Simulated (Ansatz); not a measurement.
Basis-set series for C3H5F2 (`F[CH]CCF`) radical. Charge 0, multiplicity 2. All single points use the PBE0-D4/def2-TZVP geometry. It is one conformer, not always the lowest.

```
functional       basis  functions  energy (Eh)  HOMO (eV)  LUMO (eV)
   PBE0-D4    def2-SVP         95   -316.37293      -5.95      -0.97
   PBE0-D4  def2-TZVPP        225   -316.74842      -6.08      -1.18
   ωB97M-V    def2-SVP         95   -316.57684      -8.03       1.04
   ωB97M-V  def2-TZVPP        225   -316.96450      -8.17       0.69
```

Problem. Give the rows for def2-QZVPP. (Estimate.)

Solution. The calculation gave: 
```
functional       basis  functions  energy (Eh)  HOMO (eV)  LUMO (eV)
   PBE0-D4  def2-QZVPP        435   -316.76544      -6.12      -1.25
   ωB97M-V  def2-QZVPP        435   -316.98091      -8.21       0.56
```

HOMO and LUMO are taken over both spins. Positive LUMOs are unbound and depend on the basis.

All numbers were calculated with Ansatz.
